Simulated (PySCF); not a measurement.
## Working out the electron affinity of Si

Si⁻ [Ne] 3s2 3p3 (4S) → Si [Ne] 3s2 3p2 (3P). All numbers are calculated (PySCF 2.14, the non-relativistic Hamiltonian (point nucleus), in aug-cc-pwCVDZ (6s5p3d, 36 functions)). Frozen: 1s2. Energies in hartree (1 hartree = 27.21139 eV):

| part | Si⁻ (lower) | Si (upper) |
| --- | --- | --- |
| UHF | -288.882853 | -288.851177 |
| CCSD correlation | -0.219498 | -0.205350 |
| (T) | -0.003990 | -0.002847 |

Q: What does Hartree-Fock give?

A: (-288.851177) − (-288.882853) = 0.031676 hartree = 0.862 eV.

Q: What do CCSD and CCSD(T) give?

A: The CCSD correlation energies differ by 0.014148 hartree = 0.385 eV and the triples by 0.001143 hartree = 0.031 eV, so CCSD gives 1.247 eV and CCSD(T) 1.278 eV.

A first-order spin-orbit estimate adds -0.016 eV to CCSD(T) (valence and next inner shell), giving 1.262 eV against 1.390 eV (measured; photodetachment measurements, as compiled on the Wikipedia data page of electron affinities).

A double-zeta basis recovers only part of the correlation energy.

What remains against the reference includes basis incompleteness, the frozen core and higher excitations.
